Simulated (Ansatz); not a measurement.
**C₈H₁₈: a ladder of functionals and wavefunction methods**

One table from this session's results is given with a row withheld; the runs are named, their logs left out.

Method: functionals in def2-TZVPP, the program's frozen cores in correlated methods; program: Ansatz 0.2.0, Gaussian basis.

The runs, in order: PBE-D4, r2SCAN-D4, PBE0-D4, B3LYP-D4, ωB97X-V, ωB97M-V, B2PLYP; CCSD(T)/def2-TZVPP; MP2/def2-QZVPP; extrapolation to the limit.

## Structure used throughout

All runs share one geometry, relaxed beforehand with PBE0-D4 in a triple-zeta def2 set.

SMILES `CCCC(C)C(C)C`, 26 atoms, charge 0, spin multiplicity 1.

Atoms are counted from 1 here; the program's logs count them from 0.

Bond lengths: C1–C2 1.520 Å, C1–H9 1.094 Å, C1–H10 1.092 Å, C1–H11 1.093 Å, C2–C3 1.525 Å, C2–H12 1.095 Å, C2–H13 1.095 Å, C3–C4 1.528 Å, C3–H14 1.096 Å, C3–H15 1.096 Å, C4–C5 1.523 Å, C4–C6 1.540 Å, C4–H16 1.098 Å, C5–H17 1.094 Å, C5–H18 1.092 Å, C5–H19 1.093 Å, C6–C7 1.523 Å, C6–C8 1.523 Å and more. Angles: C2–C1–H9 111.0°, C2–C1–H10 111.2°, C2–C1–H11 112.0°, H9–C1–H10 107.7°, H9–C1–H11 107.5°, H10–C1–H11 107.3°, C1–C2–C3 114.1°, C1–C2–H12 109.0°, C1–C2–H13 109.6°, C3–C2–H12 108.1°, C3–C2–H13 110.0°, H12–C2–H13 105.6°, C2–C3–C4 115.4°, C2–C3–H14 108.1°, C2–C3–H15 108.5°, C4–C3–H14 109.3°, C4–C3–H15 108.9°, H14–C3–H15 106.3° and more.

The first run:

in.yaml reads:

```yaml
crystal:
  periodic: [false, false, false]
  atoms:
    - {symbol: C, position_ang: [-0.336382, -2.147208, -2.009859]}
    - {symbol: C, position_ang: [-0.328261, -0.636875, -2.179633]}
    - {symbol: C, position_ang: [0.285219, 0.119625, -1.005601]}
    - {symbol: C, position_ang: [-0.409733, -0.083304, 0.340115]}
    - {symbol: C, position_ang: [-1.857160, 0.388670, 0.296887]}
    - {symbol: C, position_ang: [0.354775, 0.554735, 1.515441]}
    - {symbol: C, position_ang: [0.557059, 2.057988, 1.374030]}
    - {symbol: C, position_ang: [1.685045, -0.137806, 1.779219]}
    - {symbol: H, position_ang: [0.669390, -2.524441, -1.801697]}
    - {symbol: H, position_ang: [-0.696521, -2.643900, -2.913763]}
    - {symbol: H, position_ang: [-0.981636, -2.462159, -1.186288]}
    - {symbol: H, position_ang: [0.237731, -0.381942, -3.081717]}
    - {symbol: H, position_ang: [-1.348093, -0.282550, -2.361394]}
    - {symbol: H, position_ang: [1.335675, -0.179342, -0.918718]}
    - {symbol: H, position_ang: [0.289309, 1.188673, -1.245786]}
    - {symbol: H, position_ang: [-0.423363, -1.160328, 0.551411]}
    - {symbol: H, position_ang: [-1.929522, 1.434574, -0.015174]}
    - {symbol: H, position_ang: [-2.451845, -0.200567, -0.404276]}
    - {symbol: H, position_ang: [-2.327420, 0.300095, 1.280009]}
    - {symbol: H, position_ang: [-0.273863, 0.391492, 2.401035]}
    - {symbol: H, position_ang: [1.003021, 2.469933, 2.282896]}
    - {symbol: H, position_ang: [1.231690, 2.293401, 0.546486]}
    - {symbol: H, position_ang: [-0.383425, 2.585853, 1.201599]}
    - {symbol: H, position_ang: [1.558052, -1.219178, 1.880848]}
    - {symbol: H, position_ang: [2.401087, 0.040565, 0.972518]}
    - {symbol: H, position_ang: [2.139188, 0.233987, 2.701381]}
basis:
  gaussian: {orbitals: def2-TZVPP}
hamiltonian: {xc: pbe, dispersion: d4}
output: {forces: true, orbitals: {seedname: orbitals}}
```

Steps of the session up to this table: PBE-D4 (GGA); r2SCAN-D4 (meta-GGA); PBE0-D4 (hybrid); B3LYP-D4 (hybrid); ωB97X-V (range-separated); ωB97M-V (range-separated); B2PLYP (double hybrid); CCSD(T) in def2-TZVPP; MP2 in def2-QZVPP.

One of the session's tables, all rows but one given; the rest of the session is left out.

```
            method  atoms, summed (eV)  atomisation energy (kJ/mol)
            PBE-D4           -8472.560                      10536.3
         r2SCAN-D4           -8480.756                      10388.7
           PBE0-D4           -8475.303                      10443.9
          B3LYP-D4           -8487.629                      10377.8
           ωB97X-V           -8484.009                      10383.6
           ωB97M-V           -8480.839                      10397.5
            B2PLYP                   ?                            ?
     HF/def2-TZVPP           -8450.126                       7896.2
    MP2/def2-TZVPP           -8464.518                      10247.4
   CCSD/def2-TZVPP           -8468.961                      10053.3
CCSD(T)/def2-TZVPP           -8469.403                      10168.2
           MP2/CBS           -8466.986                      10451.0
       CCSD(T)/CBS           -8471.871                      10371.9
```

**Question.** Estimate the row for B2PLYP.

The run gave: atoms, summed (eV): -8478.831; atomisation energy (kJ/mol): 10268.5. In the column «atoms, summed (eV)» it lies between r2SCAN-D4 (-8480.756) and PBE0-D4 (-8475.303).
